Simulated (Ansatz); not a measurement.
Results of r²SCAN+rVV10 in Ansatz (PAW) for fcc Pt.

Run with plane-wave cutoff 500 eV, 32×32×32 k mesh, Fermi–Dirac smearing 0.1 eV, scalar-relativistic PAW data made under PBE.

Computed at the level's own relaxed cell.

Question: What does this level give for the volume per atom and lattice parameter a?

Answer: 
volume per atom: 15.14 Å³/atom
lattice parameter a: 3.927 Å

Measured, for comparison: equilibrium volume per atom 14.98 Å³/atom, lattice constant a 3.913 Å (static lattice: zero-point anharmonic expansion removed; as tabulated in Mejia-Rodriguez and Trickey (2018), arXiv:1807.09216). Computed (rounded) less measured: equilibrium volume per atom +1.1 %, lattice constant a +0.4 %.

Spin–orbit coupling is not included.

Ansatz is a quantum-chemistry and plane-wave program.
